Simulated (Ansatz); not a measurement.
# HCN, singlet: reading a ladder of total energies

Geometry: a point of a stretch scan, not a stationary point.

```yaml
atoms:
  - { symbol: N, position_ang: [0.0000, 0.0000, 1.4109] }
  - { symbol: C, position_ang: [0.0000, 0.0000, -0.1711] }
  - { symbol: H, position_ang: [0.0000, 0.0000, -1.2398] }
```

Basis 6-31G; Ansatz 0.2.0. Only valence electrons are correlated (noble-gas cores frozen), which leaves 10 electrons in 18 orbitals. R marks a restricted (for open shells ROHF) determinant.

Full CI is exact within this basis and frozen core; it isn't the basis-set limit.

Runs differ by some tens of microhartree through their thresholds, so steps under 0.03 kcal/mol mean nothing.

```
    level  total energy (hartree)
      RHF              -92.601590
     RMP2              -92.936579
   RCCSD*              -92.897782
RCCSD(T)*              -92.918233
   RCCSDT              -92.916168
RCCSDT(Q)              -92.922785
  RCCSDTQ              -92.920230
  full CI              -92.921450
```

Problem. What is the correlation energy at full CI, and what share of it do RMP2 and RCCSDT recover?

Solution. E(corr) = -92.921450 − (-92.601590) = -0.319860 hartree = -8.704 eV. RMP2: -0.334989 / -0.319860 = 104.73 %. RCCSDT: -0.314578 / -0.319860 = 98.35 %.

Problem. By how many kcal/mol does RCCSD(T) miss full CI (1 hartree = 627.509 kcal/mol), and which steps make up the rest?

Solution. -92.918233 − (-92.921450) = 0.003217 hartree = 2.02 kcal/mol. Steps: RCCSDT − RCCSD(T) = 1.30, RCCSDT(Q) − RCCSDT = -4.15, RCCSDTQ − RCCSDT(Q) = 1.60, full CI − RCCSDTQ = -0.77 kcal/mol. With more than one leading determinant such errors change with state and geometry, and needn't cancel in differences.

An asterisk marks runs whose energy the program itself flagged as in doubt.
